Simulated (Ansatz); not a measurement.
Consider the homolysis of the N–Si bond: `CN[SiH3]` → `C[NH]`• + `[SiH3]`•.

Isolated molecules relaxed with PBE0-D4/def2-TZVP in Ansatz; ΔE leaves out vibrations. CBS: MP2 limit from def2 TZ/QZ plus the TZ coupled-cluster correction, frozen cores. This one scheme is used for every species. Functionals use def2-TZVPP. Open shells (•) are unrestricted, without spin–orbit coupling.

`CN[SiH3]`:

```xyz
10

C     1.003    0.631   -0.741
N    -0.311    0.048   -0.575
Si   -0.883   -0.558    0.924
H     1.016    1.330   -1.582
H     1.263    1.204    0.153
H     1.799   -0.108   -0.900
H    -0.678   -0.367   -1.417
H    -0.777    0.520    1.944
H    -0.134   -1.734    1.466
H    -2.298   -0.965    0.728
```

`C[NH]`•:

```xyz
6

C    -0.330   -0.114    0.117
N     0.515    0.662   -0.736
H    -0.125   -1.191    0.015
H    -1.382    0.062   -0.115
H    -0.160    0.120    1.180
H     1.481    0.460   -0.462
```

`[SiH3]`•:

```xyz
4

Si   -0.244   -0.079    0.219
H     0.544    1.037    0.805
H    -0.896    0.331   -1.051
H     0.596   -1.289    0.028
```

CCSD(T)/CBS gives +424.2 kJ/mol.

Problem. Another level gave +299.2 kJ/mol. Which?
A. BLYP/def2-TZVPP
B. HF/def2-TZVPP
C. r2SCAN-D4/def2-TZVPP
D. RPA@PBE/def2-TZVPP

Solution. B. HF/def2-TZVPP 299.2, RPA@PBE/def2-TZVPP 392.3, r2SCAN-D4 384.9, BLYP 373.9 kJ/mol.

Problem. What do rigid-rotor, harmonic-oscillator terms from PBE0-D4/def2-TZVP frequencies (298.15 K, 1 bar) make of the CCSD(T)/CBS value? (Estimate.)

Solution. The calculation gave: ΔZPE = -23.4 kJ/mol, ΔH = +405.8 kJ/mol, ΔS = 162 J/(mol·K), ΔG = +357.6 kJ/mol. Open shells count their whole term as degenerate.

Largest T1 diagnostic among the species: 0.015.

The D4 term adds +11.7 kJ/mol with B3LYP and +6.3 kJ/mol with PBE0; it sums over pairs of atoms, weighted by their polarisabilities, and B3LYP, whose exchange is more repulsive, gets the larger term. From PBE to PBE0 (25 % exact exchange), in def2-TZVPP and without D4, ΔE moves by +3.2 kJ/mol. Leaving LDA and LC-ωPBE aside and taking each functional with its dispersion term where it has one, the values, not all of them listed here, spread over 37.5 kJ/mol, from r2SCAN-D4 to ωB97M-V. LDA lies +72.8 kJ/mol from PBE without D4, its usual overbinding.

B3LYP here is the variant with VWN-RPA as its local correlation; programs differ in this.
